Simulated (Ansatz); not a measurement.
A short molecular-dynamics run on `C=C=CCl`.

```yaml
crystal:
  periodic: [false, false, false]
  atoms:
    - {symbol: C, position_ang: [0.496108, 1.119528, 0.570054]}
    - {symbol: C, position_ang: [0.090450, 0.016048, 0.019460]}
    - {symbol: C, position_ang: [-0.298483, -1.093022, -0.530525]}
    - {symbol: Cl, position_ang: [-1.944953, -1.400262, -0.962153]}
    - {symbol: H, position_ang: [0.823375, 1.961869, -0.031911]}
    - {symbol: H, position_ang: [0.518217, 1.235102, 1.649479]}
    - {symbol: H, position_ang: [0.376588, -1.907363, -0.760005]}
basis:
  gaussian: {orbitals: "6-31G*"}
hamiltonian: {xc: {name: r2SCAN}}
md: {timestep: 0.5 fs, n_steps: 30, ensemble: nve, temperature: 500, initial_velocities: maxwell_boltzmann, seed: 656}
```

```sh
$ ansatz run in.yaml --threads 2 --pin off --events-out ev --progress --plain --max-ram 4352MiB
```

```tsv
step	time (fs)	potential energy (eV)	kinetic (eV)	T (K)	conserved (eV)
0	0.0	-15677.2149	0.3231	500	-15676.8918
1	0.5	-15677.2054	0.3137	485	-15676.8916
2	1.0	-15677.1854	0.2940	455	-15676.8914
3	1.5	-15677.1586	0.2675	414	-15676.8911
4	2.0	-15677.1293	0.2384	369	-15676.8909
5	2.5	-15677.1013	0.2106	326	-15676.8907
6	3.0	-15677.0771	0.1864	288	-15676.8907
7	3.5	-15677.0572	0.1664	258	-15676.8908
8	4.0	-15677.0409	0.1500	232	-15676.8908
9	4.5	-15677.0267	0.1357	210	-15676.8909
10	5.0	-15677.0132	0.1221	189	-15676.8910
11	5.5	-15676.9993	0.1082	167	-15676.8910
12	6.0	-15676.9849	0.0940	145	-15676.8910
13	6.5	-15676.9710	0.0801	124	-15676.8909
14	7.0	-15676.9593	0.0686	106	-15676.8907
15	7.5	-15676.9520	0.0614	95	-15676.8906
16	8.0	-15676.9509	0.0603	93	-15676.8906
17	8.5	-15676.9564	0.0657	102	-15676.8906
18	9.0	-15676.9673	0.0765	118	-15676.8908
19	9.5	-15676.9813	0.0903	140	-15676.8910
20	10.0	-15676.9958	0.1047	162	-15676.8911
21	10.5	-15677.0092	0.1181	183	-15676.8911
22	11.0	-15677.0214	0.1304	202	-15676.8910
23	11.5	-15677.0336	0.1428	221	-15676.8908
24	12.0	-15677.0478	0.1570	243	-15676.8908
25	12.5	-15677.0652	0.1745	270	-15676.8907
26	13.0	-15677.0861	0.1953	302	-15676.8908
27	13.5	-15677.1091	0.2181	337	-15676.8910
28	14.0	-15677.1315	0.2403	372	-15676.8912
29	14.5	-15677.1503	0.2589	401	-15676.8914
30	15.0	-15677.1628	0.2713	420	-15676.8915
```

Velocities are drawn at the set temperature; a run this short doesn't reach equilibrium.

Frames (Å, forces in eV/Å):

```xyz
7
time=0.0 fs
C     0.496    1.120    0.570    0.119    0.322    0.161
C     0.090    0.016    0.019    0.019    0.016    0.011
C    -0.298   -1.093   -0.531    0.228   -0.265   -0.073
Cl   -1.945   -1.400   -0.962   -0.504   -0.142   -0.153
H     0.823    1.962   -0.032    0.058    0.152   -0.048
H     0.518    1.235    1.649    0.021    0.064    0.156
H     0.377   -1.907   -0.760    0.058   -0.148   -0.053
7
time=0.5 fs
C     0.495    1.115    0.572    0.282    0.682   -0.079
C     0.091    0.020    0.017   -0.165   -0.447   -0.048
C    -0.299   -1.092   -0.528    0.440   -0.454   -0.176
Cl   -1.945   -1.400   -0.962   -0.463   -0.145   -0.142
H     0.823    1.947   -0.041    0.079    0.236   -0.040
H     0.528    1.245    1.641    0.002    0.044    0.463
H     0.389   -1.907   -0.764   -0.173    0.084    0.021
7
time=1.0 fs
C     0.493    1.110    0.575    0.444    1.046   -0.290
C     0.091    0.025    0.014   -0.346   -0.901   -0.106
C    -0.299   -1.091   -0.525    0.630   -0.618   -0.275
Cl   -1.945   -1.400   -0.962   -0.422   -0.148   -0.131
H     0.823    1.932   -0.051    0.093    0.305   -0.020
H     0.537    1.254    1.634   -0.013    0.029    0.731
H     0.400   -1.906   -0.768   -0.386    0.288    0.090
7
time=1.5 fs
C     0.492    1.106    0.577    0.605    1.409   -0.446
C     0.091    0.029    0.011   -0.518   -1.330   -0.157
C    -0.299   -1.090   -0.522    0.783   -0.746   -0.367
Cl   -1.945   -1.401   -0.963   -0.380   -0.150   -0.121
H     0.823    1.919   -0.060    0.101    0.357    0.013
H     0.546    1.264    1.629   -0.025    0.011    0.928
H     0.411   -1.904   -0.771   -0.566    0.450    0.150
7
time=2.0 fs
C     0.490    1.101    0.579    0.762    1.764   -0.528
C     0.091    0.033    0.008   -0.673   -1.717   -0.194
C    -0.300   -1.089   -0.519    0.891   -0.835   -0.450
Cl   -1.945   -1.401   -0.963   -0.340   -0.152   -0.110
H     0.823    1.906   -0.070    0.103    0.394    0.057
H     0.556    1.273    1.625   -0.039   -0.014    1.029
H     0.420   -1.902   -0.774   -0.704    0.560    0.196
7
time=2.5 fs
C     0.489    1.098    0.581    0.912    2.102   -0.526
C     0.091    0.036    0.005   -0.806   -2.045   -0.209
C    -0.299   -1.089   -0.517    0.947   -0.883   -0.524
Cl   -1.945   -1.401   -0.963   -0.301   -0.155   -0.101
H     0.823    1.894   -0.079    0.100    0.418    0.113
H     0.565    1.283    1.625   -0.058   -0.052    1.021
H     0.427   -1.898   -0.777   -0.794    0.614    0.226
7
time=3.0 fs
C     0.488    1.094    0.583    1.053    2.411   -0.449
C     0.091    0.039    0.001   -0.911   -2.300   -0.197
C    -0.299   -1.088   -0.514    0.946   -0.892   -0.586
Cl   -1.945   -1.401   -0.963   -0.264   -0.157   -0.092
H     0.824    1.883   -0.088    0.092    0.431    0.177
H     0.574    1.293    1.626   -0.083   -0.105    0.909
H     0.433   -1.892   -0.779   -0.834    0.612    0.238
7
time=3.5 fs
C     0.488    1.091    0.585    1.180    2.679   -0.318
C     0.090    0.042   -0.002   -0.984   -2.471   -0.151
C    -0.299   -1.088   -0.512    0.887   -0.864   -0.637
Cl   -1.945   -1.401   -0.963   -0.229   -0.161   -0.084
H     0.825    1.873   -0.097    0.082    0.437    0.247
H     0.583    1.302    1.630   -0.115   -0.174    0.712
H     0.437   -1.885   -0.781   -0.821    0.553    0.231
7
time=4.0 fs
C     0.487    1.089    0.587    1.286    2.890   -0.164
C     0.090    0.044   -0.005   -1.021   -2.548   -0.067
C    -0.298   -1.088   -0.510    0.771   -0.803   -0.677
Cl   -1.946   -1.401   -0.964   -0.197   -0.164   -0.076
H     0.826    1.864   -0.105    0.071    0.439    0.319
H     0.591    1.311    1.636   -0.154   -0.253    0.460
H     0.439   -1.877   -0.782   -0.757    0.439    0.205
7
time=4.5 fs
C     0.487    1.087    0.589    1.366    3.031   -0.019
C     0.089    0.046   -0.008   -1.019   -2.526    0.059
C    -0.297   -1.088   -0.508    0.599   -0.711   -0.704
Cl   -1.946   -1.402   -0.964   -0.168   -0.169   -0.070
H     0.827    1.857   -0.113    0.060    0.439    0.388
H     0.599    1.319    1.643   -0.197   -0.337    0.185
H     0.438   -1.868   -0.783   -0.642    0.274    0.160
7
time=5.0 fs
C     0.487    1.086    0.591    1.415    3.091    0.092
C     0.088    0.047   -0.011   -0.978   -2.407    0.225
C    -0.296   -1.088   -0.506    0.377   -0.594   -0.720
Cl   -1.946   -1.402   -0.964   -0.143   -0.175   -0.064
H     0.829    1.850   -0.119    0.050    0.440    0.452
H     0.607    1.326    1.650   -0.240   -0.419   -0.084
H     0.437   -1.858   -0.783   -0.481    0.065    0.098
7
time=5.5 fs
C     0.487    1.085    0.593    1.429    3.065    0.149
C     0.086    0.048   -0.014   -0.900   -2.196    0.428
C    -0.295   -1.089   -0.504    0.115   -0.462   -0.726
Cl   -1.946   -1.402   -0.964   -0.121   -0.181   -0.058
H     0.830    1.844   -0.124    0.042    0.444    0.507
H     0.614    1.333    1.657   -0.281   -0.493   -0.322
H     0.434   -1.848   -0.783   -0.285   -0.177    0.021
7
time=6.0 fs
C     0.488    1.085    0.594    1.407    2.955    0.142
C     0.085    0.048   -0.017   -0.788   -1.903    0.664
C    -0.294   -1.089   -0.502   -0.170   -0.326   -0.726
Cl   -1.946   -1.402   -0.965   -0.103   -0.188   -0.054
H     0.832    1.840   -0.129    0.037    0.452    0.550
H     0.621    1.338    1.663   -0.316   -0.554   -0.513
H     0.430   -1.838   -0.783   -0.066   -0.435   -0.064
7
time=6.5 fs
C     0.489    1.086    0.596    1.349    2.766    0.068
C     0.083    0.048   -0.020   -0.647   -1.543    0.923
C    -0.293   -1.090   -0.500   -0.458   -0.206   -0.725
Cl   -1.947   -1.403   -0.965   -0.089   -0.196   -0.050
H     0.834    1.836   -0.131    0.036    0.464    0.580
H     0.626    1.342    1.668   -0.344   -0.599   -0.647
H     0.427   -1.830   -0.783    0.152   -0.686   -0.149
7
time=7.0 fs
C     0.490    1.087    0.598    1.260    2.508   -0.069
C     0.082    0.047   -0.023   -0.483   -1.134    1.195
C    -0.292   -1.090   -0.499   -0.719   -0.122   -0.732
Cl   -1.947   -1.403   -0.965   -0.079   -0.203   -0.047
H     0.835    1.834   -0.133    0.037    0.481    0.594
H     0.631    1.344    1.671   -0.363   -0.626   -0.717
H     0.424   -1.823   -0.783    0.346   -0.904   -0.225
7
time=7.5 fs
C     0.491    1.089    0.600    1.142    2.196   -0.263
C     0.080    0.047   -0.025   -0.303   -0.696    1.469
C    -0.291   -1.091   -0.498   -0.927   -0.096   -0.755
Cl   -1.947   -1.403   -0.965   -0.074   -0.211   -0.044
H     0.837    1.833   -0.133    0.043    0.502    0.593
H     0.635    1.345    1.673   -0.371   -0.634   -0.721
H     0.421   -1.818   -0.784    0.490   -1.061   -0.279
7
time=8.0 fs
C     0.493    1.091    0.602    1.003    1.843   -0.506
C     0.078    0.046   -0.027   -0.115   -0.250    1.733
C    -0.291   -1.091   -0.497   -1.057   -0.141   -0.799
Cl   -1.947   -1.403   -0.966   -0.073   -0.219   -0.043
H     0.839    1.833   -0.131    0.051    0.526    0.578
H     0.639    1.345    1.673   -0.369   -0.623   -0.660
H     0.420   -1.816   -0.786    0.561   -1.136   -0.303
7
time=8.5 fs
C     0.495    1.094    0.604    0.847    1.466   -0.786
C     0.076    0.045   -0.029    0.073    0.183    1.974
C    -0.290   -1.092   -0.496   -1.098   -0.260   -0.867
Cl   -1.948   -1.404   -0.966   -0.075   -0.227   -0.042
H     0.842    1.834   -0.129    0.060    0.551    0.549
H     0.641    1.343    1.671   -0.357   -0.594   -0.538
H     0.420   -1.816   -0.788    0.549   -1.118   -0.290
7
time=9.0 fs
C     0.497    1.097    0.605    0.682    1.079   -1.092
C     0.074    0.044   -0.031    0.255    0.584    2.183
C    -0.290   -1.093   -0.495   -1.049   -0.442   -0.955
Cl   -1.948   -1.404   -0.966   -0.081   -0.233   -0.041
H     0.844    1.836   -0.124    0.071    0.574    0.509
H     0.642    1.339    1.668   -0.336   -0.552   -0.363
H     0.421   -1.819   -0.791    0.458   -1.011   -0.242
7
time=9.5 fs
C     0.499    1.100    0.607    0.514    0.700   -1.408
C     0.072    0.043   -0.032    0.422    0.933    2.350
C    -0.290   -1.093   -0.494   -0.924   -0.661   -1.053
Cl   -1.948   -1.404   -0.966   -0.089   -0.239   -0.040
H     0.846    1.840   -0.119    0.082    0.595    0.460
H     0.643    1.335    1.665   -0.308   -0.497   -0.145
H     0.424   -1.825   -0.795    0.303   -0.829   -0.164
7
time=10.0 fs
C     0.501    1.103    0.608    0.351    0.343   -1.716
C     0.070    0.043   -0.032    0.570    1.216    2.467
C    -0.291   -1.094   -0.494   -0.746   -0.887   -1.149
Cl   -1.948   -1.405   -0.967   -0.099   -0.245   -0.040
H     0.849    1.845   -0.113    0.091    0.609    0.408
H     0.643    1.329    1.661   -0.275   -0.437    0.097
H     0.427   -1.832   -0.799    0.107   -0.599   -0.066
7
time=10.5 fs
C     0.503    1.106    0.608    0.199    0.022   -1.993
C     0.069    0.042   -0.032    0.694    1.421    2.528
C    -0.291   -1.095   -0.494   -0.537   -1.084   -1.229
Cl   -1.948   -1.405   -0.967   -0.110   -0.249   -0.040
H     0.852    1.852   -0.105    0.097    0.613    0.354
H     0.642    1.322    1.657   -0.241   -0.375    0.340
H     0.430   -1.841   -0.803   -0.103   -0.346    0.041
7
time=11.0 fs
C     0.506    1.109    0.609    0.067   -0.251   -2.213
C     0.067    0.042   -0.032    0.789    1.540    2.530
C    -0.291   -1.097   -0.494   -0.321   -1.226   -1.282
Cl   -1.949   -1.405   -0.967   -0.121   -0.253   -0.040
H     0.855    1.860   -0.097    0.098    0.605    0.304
H     0.641    1.314    1.654   -0.209   -0.319    0.557
H     0.434   -1.851   -0.807   -0.303   -0.097    0.145
7
time=11.5 fs
C     0.508    1.112    0.609   -0.041   -0.465   -2.351
C     0.066    0.043   -0.031    0.855    1.571    2.472
C    -0.292   -1.098   -0.495   -0.115   -1.292   -1.297
Cl   -1.949   -1.406   -0.967   -0.133   -0.256   -0.040
H     0.858    1.870   -0.088    0.093    0.583    0.259
H     0.639    1.305    1.652   -0.183   -0.271    0.719
H     0.436   -1.861   -0.811   -0.477    0.130    0.239
7
time=12.0 fs
C     0.510    1.115    0.608   -0.120   -0.616   -2.386
C     0.065    0.043   -0.029    0.890    1.516    2.356
C    -0.293   -1.100   -0.495    0.069   -1.271   -1.272
Cl   -1.949   -1.406   -0.968   -0.145   -0.258   -0.040
H     0.862    1.881   -0.078    0.082    0.543    0.224
H     0.636    1.296    1.652   -0.165   -0.235    0.803
H     0.438   -1.871   -0.814   -0.612    0.320    0.315
7
time=12.5 fs
C     0.513    1.118    0.607   -0.170   -0.703   -2.307
C     0.064    0.044   -0.027    0.897    1.380    2.187
C    -0.293   -1.102   -0.496    0.223   -1.158   -1.204
Cl   -1.950   -1.407   -0.968   -0.157   -0.259   -0.040
H     0.866    1.894   -0.068    0.063    0.486    0.198
H     0.634    1.286    1.654   -0.155   -0.211    0.795
H     0.437   -1.880   -0.817   -0.701    0.465    0.372
7
time=13.0 fs
C     0.515    1.121    0.605   -0.191   -0.731   -2.117
C     0.063    0.045   -0.025    0.877    1.174    1.970
C    -0.294   -1.105   -0.497    0.340   -0.958   -1.096
Cl   -1.950   -1.407   -0.968   -0.168   -0.259   -0.040
H     0.869    1.907   -0.058    0.038    0.411    0.182
H     0.631    1.275    1.657   -0.154   -0.196    0.695
H     0.436   -1.888   -0.818   -0.741    0.559    0.406
7
time=13.5 fs
C     0.517    1.124    0.603   -0.189   -0.708   -1.831
C     0.062    0.047   -0.022    0.834    0.910    1.714
C    -0.294   -1.107   -0.499    0.416   -0.678   -0.950
Cl   -1.950   -1.408   -0.969   -0.180   -0.258   -0.039
H     0.873    1.922   -0.047    0.006    0.319    0.175
H     0.627    1.265    1.663   -0.157   -0.185    0.515
H     0.432   -1.894   -0.819   -0.731    0.600    0.417
7
time=14.0 fs
C     0.520    1.127    0.601   -0.170   -0.647   -1.475
C     0.062    0.048   -0.019    0.774    0.602    1.427
C    -0.294   -1.110   -0.500    0.450   -0.328   -0.772
Cl   -1.951   -1.408   -0.969   -0.191   -0.256   -0.038
H     0.877    1.937   -0.035   -0.031    0.214    0.174
H     0.623    1.253    1.670   -0.162   -0.172    0.279
H     0.427   -1.899   -0.819   -0.671    0.587    0.405
7
time=14.5 fs
C     0.522    1.129    0.598   -0.139   -0.560   -1.076
C     0.061    0.050   -0.015    0.701    0.266    1.119
C    -0.295   -1.112   -0.502    0.438    0.080   -0.568
Cl   -1.951   -1.408   -0.969   -0.201   -0.253   -0.037
H     0.881    1.953   -0.023   -0.071    0.099    0.176
H     0.619    1.242    1.677   -0.165   -0.154    0.014
H     0.420   -1.903   -0.817   -0.564    0.522    0.372
7
time=15.0 fs
C     0.524    1.131    0.596   -0.105   -0.459   -0.666
C     0.061    0.052   -0.012    0.620   -0.083    0.799
C    -0.295   -1.115   -0.504    0.383    0.532   -0.344
Cl   -1.951   -1.409   -0.969   -0.211   -0.249   -0.035
H     0.885    1.969   -0.011   -0.111   -0.021    0.178
H     0.615    1.230    1.684   -0.163   -0.127   -0.251
H     0.412   -1.905   -0.815   -0.414    0.406    0.319
```

It took 33 s on 2 threads of an AMD EPYC 9R14 on a shared host, with 0.38 GiB of host memory at the peak.
